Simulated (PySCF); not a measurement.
Compound: C5H12O.
Bonds: C1–C2, C2–C3, C3–C4, C4–C5, C5–O6. Hydrogens: H7, H8, H9 on C1; H10, H11 on C2; H12, H13 on C3; H14, H15 on C4; H16, H17 on C5; H18 on O6.

The same species was optimised twice, with GFN2-xTB and with PBE0-D3(BJ)/def2-SVP (PySCF), and the same property calculations (PySCF, gas phase) were run on both structures.

```
     coordinate  GFN2-xTB  PBE0-D3(BJ)/def2-SVP  change
      C4–C5 (Å)     1.529                 1.519  -0.010
      C5–O6 (Å)     1.408                 1.402  -0.006
      C3–C4 (Å)     1.526                 1.521  -0.005
      C2–C3 (Å)     1.527                 1.522  -0.005
      C1–C2 (Å)     1.524                 1.520  -0.004
   C2–C3–C4 (°)     111.9                 113.8    +1.9
   C3–C4–C5 (°)     112.0                 113.7    +1.7
   C1–C2–C3 (°)     112.1                 113.4    +1.3
   C4–C5–O6 (°)     112.8                 113.2    +0.4
C1–C2–C3–C4 (°)       180                   180       0
C2–C3–C4–C5 (°)       180                  -179      +1
C3–C4–C5–O6 (°)      -179                  -177      +2
```

Rotational constants: A = 15636, B = 1148, C = 1109 MHz (GFN2-xTB) against A = 15726, B = 1139, C = 1101 MHz (PBE0-D3(BJ)/def2-SVP).

On the GFN2-xTB structure: HOMO (eV) -7.59 [PBE0/pcSseg-1]; LUMO (eV) 1.40 [PBE0/pcSseg-1]; dipole (D) 1.78 [PBE0/pcSseg-1]; GIAO shielding of C1 (ppm) 169.6 [PBE0/pcSseg-1]; GIAO shielding of C2 (ppm) 158.1 [PBE0/pcSseg-1]; GIAO shielding of C3 (ppm) 154.7 [PBE0/pcSseg-1]; GIAO shielding of C4 (ppm) 145.5 [PBE0/pcSseg-1]; GIAO shielding of C5 (ppm) 117.5 [PBE0/pcSseg-1]; GIAO shielding of O6 (ppm) 290.2 [PBE0/pcSseg-1].

**Question.** What do these properties become on the PBE0-D3(BJ)/def2-SVP structure?

**Answer.** 
```csv
property,level,on GFN2-xTB,on PBE0-D3(BJ)/def2-SVP,change
HOMO (eV),PBE0/pcSseg-1,-7.59,-7.68,-0.09
LUMO (eV),PBE0/pcSseg-1,1.40,1.39,-0.01
dipole (D),PBE0/pcSseg-1,1.78,1.74,-0.04
"energy, GFN2-xTB geometry as zero (kcal/mol)",PBE0/pcSseg-1,0.0,-0.5,-0.5
GIAO shielding of C1 (ppm),PBE0/pcSseg-1,169.6,167.7,-1.9
GIAO shielding of C2 (ppm),PBE0/pcSseg-1,158.1,157.4,-0.7
GIAO shielding of C3 (ppm),PBE0/pcSseg-1,154.7,153.9,-0.8
GIAO shielding of C4 (ppm),PBE0/pcSseg-1,145.5,145.0,-0.5
GIAO shielding of C5 (ppm),PBE0/pcSseg-1,117.5,117.7,+0.2
GIAO shielding of O6 (ppm),PBE0/pcSseg-1,290.2,291.4,+1.2
```

The heavy atoms differ by 0.017 Å rms after alignment. Among bonds between heavy atoms C4–C5 changes most (-0.010 Å). Changes are differences of the printed values. Neither structure is proved a minimum here.

Conformer computed: `[CH3:1][CH2:2][CH2:3][CH2:4][CH2:5][OH:6]`: C1–C2–C3–C4 180°, C2–C3–C4–C5 -179°, C3–C4–C5–O6 -177°, H–O6–C5–C4 -60°.
